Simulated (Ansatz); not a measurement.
# What a trial cell of ScRe relaxes into

The calculation used DFT PBE, scalar-relativistic, plane waves, PAW (Ansatz). Cutoff 420 eV, Γ-centred k mesh, Gaussian smearing, no spin polarisation in the final step.

The start puts ScRe on the wurtzite structure type (P6_3mc, No. 186), with Sc in place of Zn, Re in place of O, at a guessed volume.

```xyz
4
Lattice="3.7656 0.0000 0.0000 -1.8828 3.2611 0.0000 0.0000 0.0000 6.0305" Properties=species:S:1:pos:R:3 pbc="T T T"
Sc    0.0000    2.1741    0.0000
Sc    1.8828    1.0870    3.0153
Re    0.0000    2.1741    2.3043
Re    1.8828    1.0870    5.3195
```

Steps on the 6×6×4 mesh (4 atoms). 11 of 13 steps are shown, and the free energy counts from the last. Trial steps that were taken back and renewals of the plane-wave basis can be among the rows.

```csv
step,ΔF (meV/atom),V (Å³/atom),P (GPa),largest force component (eV/Å)
1,1589.8,18.51,37.19,0.447
2,1121.5,20.99,21.26,0.821
3,815.6,23.14,10.44,1.139
4,511.5,24.66,2.50,1.529
5,206.6,25.30,-3.19,0.912
6,75.5,24.95,-4.04,0.082
8,47.2,23.84,-0.22,0.002
10,9.8,23.79,2.44,0.000
11,1.3,24.37,0.78,0.002
12,0.3,24.70,-0.09,0.001
13,0.0,24.70,-0.10,0.001
```

A final relaxation ran on a 12×12×10 mesh. The relaxed crystal, P6_3/mmc (No. 194):

Space group P6_3/mmc (No. 194). a = 4.637 Å, b = 4.637 Å, c = 5.296 Å, α = 90.00°, β = 90.00°, γ = 120.00°
```
atom site symmetry x y z
  Sc    2d      -6m2  0.3333  0.6667  0.7500
  Re    2c      -6m2  0.3333  0.6667  0.2500
```

```yaml
Volume_per_atom: 24.65 Å³
Density: 7.79 g/cm³
Energy_over_the_elements: 1.76 eV/atom
Gap_on_the_12×12×10_mesh: 0 eV (a metal)
```

Energies over the elements count from the elements' standard structures at the same level, with no empirical corrections.

The final run used a 12×12×10 mesh on its 4-atom cell and 0.10 eV smearing. The k mesh leaves about 4 meV/atom of noise in metals. Spin–orbit coupling is left out.

Symmetry constrained the relaxation, so the result can be a saddle point.

Cost: 3 runs of about 2.7 core-minutes in all, on Arm Neoverse V1 (shared hosts).